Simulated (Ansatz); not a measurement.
# Isomers

Structures of C$_{2}$H$_{4}$B, doublet, relaxed at PBE0-D4/def2-TZVP (vibrations not checked; lower isomers may exist, and structures with a doubtful reference or unclear bonds are left out). Computed with Ansatz 0.2.0 (basis: def2-TZVPP); correlated methods freeze the cores; orbitals are unrestricted. B3LYP uses VWN-RPA correlation.

Question: Rank them by CCSD(T) energy, lowest first, and give each one's height above the lowest. Links in brackets join atoms within 1.22 times the sum of their covalent radii (1.1 for two metals). (Judge from chemistry; the value comes from the calculation.)
A.
C₂H₄B ([B]1[CH2][CH2]1)
```
7
angstrom
B 1.3081 -0.0629 -0.0747
C -0.0255 -0.7850 -0.0255
C 0.0527 0.7837 0.0239
H -0.4473 -1.2262 -0.9240
H -0.3474 -1.2882 0.8818
H -0.2201 1.2583 0.9621
H -0.3205 1.3203 -0.8437
```
B.
C₂H₄B ([BH]1[CH][CH2]1)
```
7
angstrom
B -0.9214 -0.1981 -0.3400
C 0.5708 0.1948 -0.7163
C 0.0562 0.1736 0.6531
H -1.9522 -0.6124 -0.7421
H 1.0120 1.1082 -1.1182
H 0.3396 0.7134 1.5435
H 1.0582 -0.6939 -1.1429
```
C.
C₂H₄B ([CH][B][CH3])
```
7
angstrom
C -1.5196 -1.0296 -0.2778
B -0.4081 -0.2886 -0.0559
C 0.8418 0.5613 0.1697
H -2.3955 -1.6173 -0.4516
H 0.9999 1.1960 -0.7098
H 0.7408 1.2253 1.0314
H 1.7406 -0.0470 0.2941
```
D.
C₂H₄B ([BH][CH][CH2])
```
7
angstrom
B -1.2541 -0.2841 -0.7327
C -0.0599 0.2945 -0.2125
C 0.8994 -0.0982 0.6981
H -2.2506 -0.6793 -1.2112
H 0.0826 1.2799 -0.6793
H 1.7415 0.5390 0.9310
H 0.8412 -1.0517 1.2067
```

Answer: By the calculation: C (0.0 kJ/mol), D (16.9 kJ/mol), B (33.0 kJ/mol), A (66.5 kJ/mol). Heights count from the lowest.

Question: Do PBE-D4, r2SCAN-D4, PBE0-D4, B3LYP-D4, wB97M-V, HF, MP2 give the same order? (A judgement: the text doesn't fix the answer.)

Answer: The calculation gives: Lowest first: MP2 C < B < D < A. The others agree with CCSD(T).

The T1 diagnostic stays at or below 0.029. ⟨S²⟩ of the unrestricted Hartree–Fock references: 0.76 to 0.91 (a pure state has 0.75). The unrestricted reference is spin-contaminated, which hurts MP2 most.

For scale, one of the runs: CCSD(T)/def2-TZVPP, 149 basis functions, launched by `ansatz run in.yaml --threads 2 --pin off --events-out ev --progress --plain --max-ram 4352MiB`. The run took 33 s on 2 CPU threads of an Arm Neoverse V2 (shared host), with 2.3 GiB of host memory at its peak.
